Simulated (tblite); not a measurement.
Compound: C₅H₉P.
SMILES with atom numbers: `[CH2:1]=[CH:2][PH:3][CH:4]1[CH2:5][CH2:6]1` (hydrogens: H7, H8 on C1; H9 on C2; H10 on P3; H11 on C4; H12, H13 on C5; H14, H15 on C6)

Structure used (GFN2-xTB), in Å, numbered top down from 1:
```
atom  x, y, z in Å
C1     2.9563   -0.2990    0.0317
C2     1.8176    0.3750    0.0378
P3     0.4515    0.1397   -1.1361
C4    -0.8456   -0.2801    0.1019
C5    -1.7470    0.8226    0.5823
C6    -2.2853   -0.2339   -0.3234
H7     3.7528   -0.0829    0.7260
H8     3.1405   -1.0948   -0.6726
H9     1.6595    1.1884    0.7377
H10    0.7697   -1.1861   -1.4616
H11   -0.5606   -1.0403    0.8227
H12   -2.0469    0.8205    1.6198
H13   -1.6025    1.8120    0.1722
H14   -2.9595   -0.9720    0.0847
H15   -2.5049    0.0388   -1.3452
```

All values are computed: GFN2-xTB (tblite) harmonic vibrations without scaling, gas phase. This tight-binding method is rough: wavenumbers can miss measured ones by several per cent, in bad cases by 10 to 20. Modes of hydrogen on phosphorus can be 10 to 20 % off. One conformer, not necessarily the lowest.

Harmonic wavenumbers (cm⁻¹): 45.7, 63.5, 155.1, 256.3, 297.7, 347.8, 538.3, 662.3, 704.1, 794.4, 812.7, 839.8, 858.3, 891.0, 967.1, 994.3, 1007.0, 1020.0, 1038.8, 1069.3, 1069.7, 1087.6, 1151.2, 1212.4, 1243.5, 1326.6, 1400.5, 1434.8, 1479.3, 1656.6, 2243.0, 2996.8, 3019.7, 3076.0, 3080.8, 3081.5, 3082.4, 3098.7, 3104.2.

A = 7580, B = 1540, C = 1422 MHz; mass 100.044 u (most abundant isotopes); point group C1, symmetry number 1.

Q: What is the zero-point energy?

A: ½Σν̃ = 26604 cm⁻¹ = 318.26 kJ/mol.

Q: Entropy at 298.15 K, 1 bar (ideal gas, RRHO, classical rotation)?

A: Translation 166.30, rotation 114.48, vibration 80.46: S = 361.2 J/(mol K).

Q: And Cp and H(298.15 K) − H(0)?

A: Cp = 119.20 J/(mol K), of which vibrations give 85.94 (their classical limit is 39 R = 324.3); H(298.15 K) − H(0) = 22.19 kJ/mol without the zero-point energy, 12.27 from vibrations.

Q: How do the functions run with temperature in this model?

A: 
| T (K) | S (J/(mol K)) | Cp (J/(mol K)) | H − H(0) (kJ/mol) | G − H(0) (kJ/mol) | ln q(vib) |
| --- | --- | --- | --- | --- | --- |
| 100 | 270.9 | 61.5 | 4.81 | -22.29 | 1.40 |
| 200 | 320.8 | 86.4 | 12.15 | -52.02 | 3.11 |
| 300 | 362.0 | 119.9 | 22.41 | -86.18 | 4.76 |
| 500 | 438.8 | 182.8 | 53.02 | -166.37 | 8.18 |
| 800 | 538.8 | 241.6 | 117.52 | -313.48 | 13.41 |
| 1000 | 595.5 | 266.9 | 168.50 | -427.03 | 16.75 |

q(vib) and H(0) count from the zero-point level.

Q: Which modes carry the vibrational entropy at 298.15 K?

A: 45.7 cm⁻¹: 20.90; 63.5 cm⁻¹: 18.18; 155.1 cm⁻¹: 10.91; 256.3 cm⁻¹: 7.06; 297.7 cm⁻¹: 5.98; 347.8 cm⁻¹: 4.92 J/(mol K); the other 33 give 12.50 together.

Hindered rotation and anharmonicity are outside this model. Other conformers, if any are populated, would add a mixing term that is left out. The structure is chiral; the term R ln 2 for an equal mix with its mirror image is left out.
